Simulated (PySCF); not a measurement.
## Worked example: correlation energy of Al2H2⁺ (H-bridged), doublet

Geometry: that of the Al2H2 (H-bridged), singlet, kept fixed.

```xyz
4

Al    0.0000    0.0925    1.2647
Al    0.0000   -0.0193   -1.3669
H     0.0000   -0.6882    2.6804
H     0.0000   -1.2711    0.0548
```

Basis 6-31G; PySCF 2.14.0. Correlated methods freeze the noble-gas cores, which leaves 7 electrons in 20 orbitals. R marks a restricted (for open shells ROHF) determinant.

Full CI is exact within this basis and frozen core; it isn't the basis-set limit.

RCCSD has a T1 diagnostic of 0.049 and a largest doubles amplitude of 0.08.

```
   level  total energy (hartree)
     RHF             -484.615527
    RMP2             -484.674559
   RCCSD             -484.706527
RCCSD(T)             -484.708182
  RCCSDT             -484.708953
 full CI             -484.709049
```

**Question.** What is the correlation energy at full CI, and what share of it do RMP2 and RCCSD recover?

**Answer.** E(corr) = -484.709049 − (-484.615527) = -0.093522 hartree = -2.545 eV. RMP2: -0.059032 / -0.093522 = 63.12 %. RCCSD: -0.091000 / -0.093522 = 97.30 %.

**Question.** By how many kcal/mol does RCCSD(T) miss full CI (1 hartree = 627.509 kcal/mol), and which steps make up the rest?

**Answer.** -484.708182 − (-484.709049) = 0.000867 hartree = 0.54 kcal/mol. Steps: RCCSDT − RCCSD(T) = -0.48, full CI − RCCSDT = -0.06 kcal/mol. That is within 1 kcal/mol of the reference in this basis, which itself misses far more of the correlation at the basis-set limit.
